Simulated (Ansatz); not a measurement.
Cost and result up the ladder for MgCl2 (3 atoms). Charge 0, multiplicity 1. Geometry: PBE0-D4/def2-TZVP.

Cartesian coordinates in Å:
```
Mg -0.002 0.004 0.005
Cl 1.584 1.401 -0.480
Cl -1.582 -1.405 0.475
```

Ansatz on 4 threads of Arm Neoverse V2 on a shared host. Times are rough, and most runs start from the orbitals of an earlier one. PBE0-D4/def2-TZVPD serves as the yardstick here, not as an exact answer. Differences are given only for rows in sets of like size (and for xTB, whose basis is part of the method), since another set adds its own error. Binding counts from free atoms at the same level (Mg singlet, Cl doublet; other spins of the atoms weren't run), without zero-point energy or a counterpoise term.

B3LYP takes the VWN-RPA correlation. HSE06 is defined as in plane-wave codes, on full-range PBE exchange. Correlated methods freeze 11 core orbitals; core or outer-core shells of Mg are correlated, in sets that lack core-valence functions.

Correlated methods converge slowly with the basis.

```tsv
level	functions	wall time	binding energy per atom (eV)	difference from PBE0-D4/def2-TZVPD (eV)
HF/STO-3G	27	0.05 s	3.73	–
HF/6-31G	39	0.1 s	1.83	–
PBE-D4/def2-SVP	54	0.35 s	2.74	–
B3LYP-D4/6-31G	39	0.35 s	2.28	–
PBE-D4/def2-TZVP	106	0.45 s	2.70	0.01
BLYP-D4/def2-TZVP	106	0.45 s	2.58	-0.11
BHLYP-D4/def2-TZVP	106	0.55 s	2.58	-0.11
PBE0-D4/def2-TZVP (with forces)	106	0.65 s	2.69	0.00
HSE06-D4/def2-TZVP	106	0.65 s	2.69	0.00
PBE0-D4/def2-TZVPD	127	0.8 s	2.69	0.00
r2SCAN-D4/def2-TZVP	106	1.1 s	2.79	0.10
r2SCANh-D4/def2-TZVP	106	1.2 s	2.77	0.08
r2SCAN-D4/def2-TZVPD	127	1.4 s	2.80	0.11
PBE-QIDH/def2-TZVP	106	1.5 s	2.72	0.03
```
